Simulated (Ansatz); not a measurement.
Frontier orbitals of `C1[SiH2][SiH2]1`.

Z-matrix (Å, degrees):
```
C
Si 1 1.897
Si 1 1.897 2 72.6
H 1 1.088 2 117.1 3 112.0
H 1 1.088 2 117.1 3 -112.1
H 2 1.482 1 116.2 3 -111.6
H 2 1.482 1 116.2 3 111.6
H 3 1.482 1 116.2 2 111.6
H 3 1.482 1 116.2 2 -111.6
```

Total charge 0; spin multiplicity 1. Geometry: relaxed with PBE0-D4/def2-TZVP. Basis def2-TZVPP, the Gaussian-basis code of Ansatz.

| functional | HOMO (eV) | LUMO (eV) |
| --- | --- | --- |
| r2SCAN | -5.92 | -0.66 |

(1) Give HOMO and LUMO (eV) with LDA (SPW92), PBE, revPBE, BLYP, B97M-V, PBE0, B3LYP, r2SCANh, r2SCAN0, HSE06 (plane-wave form), BHLYP, CAM-B3LYP, LC-ωPBE, ωB97X-V, ωB97M-V, HF. (An estimate is asked.)

Results:

(1) The calculation gave: 
```
             functional   HOMO   LUMO
            LDA (SPW92)  -5.83  -1.16
                    PBE  -5.73  -0.97
                 revPBE  -5.69  -0.89
                   BLYP  -5.57  -0.84
                 B97M-V  -5.98  -0.88
                   PBE0  -6.73  -0.15
                  B3LYP  -6.53  -0.35
                r2SCANh  -6.29  -0.38
                r2SCAN0  -6.85   0.03
HSE06 (plane-wave form)  -6.33  -0.52
                  BHLYP  -7.60   0.72
              CAM-B3LYP  -7.95   0.83
                LC-ωPBE  -9.23   1.91
                ωB97X-V  -8.92   1.83
                ωB97M-V  -8.73   1.51
                     HF  -8.96   2.85
```

B3LYP here is the variant with VWN-RPA as its local correlation; programs differ in this. LC-ωPBE has ω = 0.4 bohr⁻¹. Positive LUMOs are unbound and depend on the basis.
